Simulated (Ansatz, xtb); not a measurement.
## C3H7O2+: which of two isomers lies lower

We compare X, `CO[C+](C)O`, a singlet, with Y, `CC[C+](O)O`, a singlet. Both are isolated ions in the gas phase, relaxed with r2SCAN-D4/def2-SVP; the shapes shown needn't be the lowest conformers.

X (Å):

| atom | x (Å) | y (Å) | z (Å) |
| --- | --- | --- | --- |
| C | -2.6935 | -1.3744 | -0.1422 |
| C | -0.7523 | -1.3615 | 1.2788 |
| C | -0.1090 | -0.2405 | 0.5766 |
| O | -1.8854 | -1.8670 | 0.9728 |
| O | -0.1403 | -1.8827 | 2.2796 |
| H | -3.5865 | -2.0059 | -0.1370 |
| H | -2.9566 | -0.3247 | 0.0407 |
| H | -2.1318 | -1.5004 | -1.0766 |
| H | 0.8573 | -0.0087 | 1.0386 |
| H | -0.7650 | 0.6458 | 0.6100 |
| H | 0.0325 | -0.4972 | -0.4867 |
| H | -0.6460 | -2.6210 | 2.6824 |

Y (Å):

```xyz
12

C    -0.4656   -0.5465    0.1127
C     0.4339    0.1430    1.0599
C    -1.1283   -1.8101    0.6429
O     1.0785    1.2249    0.7866
O     0.6016   -0.3405    2.2294
H    -1.2097    0.2107   -0.2089
H     0.1397   -0.7432   -0.7958
H    -1.7686   -2.2333   -0.1417
H    -0.3820   -2.5668    0.9211
H    -1.7561   -1.5956    1.5186
H     0.9226    1.5614   -0.1175
H     1.2161    0.1889    2.7830
```

Problem. Which of the two would you expect CCSD(T)/def2-SVP + ΔMP2/def2-TZVPP electronic energies to favour?

Solution. Structure Y; the calculation gives E(Y) − E(X) = −5.3 kcal/mol.

Level by level:

```tsv
level	geometry	E(Y) − E(X) (kcal/mol)	departure from the last row (kcal/mol)	job, with rough time for the two
r2SCAN-D4/def2-SVP	r2SCAN-D4/def2-SVP	−5.4	−0.1	optimisation, 3.1 min
HF/def2-SVP	r2SCAN-D4/def2-SVP	−3.9	+1.4	part of the CCSD(T) run
MP2/def2-SVP	r2SCAN-D4/def2-SVP	−6.5	−1.2	part of the CCSD(T) run
CCSD(T)/def2-SVP	r2SCAN-D4/def2-SVP	−5.4	−0.1	single point
CCSD(T)/def2-SVP + ΔMP2/def2-TZVPP	r2SCAN-D4/def2-SVP	−5.3		single point, 55 s
```

As drawn, Y has 1 C–C, 1 O–H in place of 1 C–O, 1 C–H.

The levels shown agree on the order. The largest departure from CCSD(T)/def2-SVP + ΔMP2/def2-TZVPP is that of HF/def2-SVP, 1.4 kcal/mol. Levels run at GFN2-xTB geometries aren't shown. The last row adds to CCSD(T) the change of the MP2 difference between the two basis sets, here +0.1 kcal/mol.

With harmonic frequencies from r2SCAN-D4/def2-SVP (ideal gas, rigid rotor, one conformer each, 298.15 K, 1 atm): on the last row, ΔE + ΔZPE = −4.9 kcal/mol. A mode under 50 cm⁻¹ makes harmonic enthalpies and free energies unreliable, so none is given.

The correlated steps freeze 5 core orbitals. Codes used: Ansatz 0.2.0; the last row on 2 threads of Intel(R) Xeon(R) Processor @ 2.50GHz (Skylake/Cascade Lake) on a shared host.
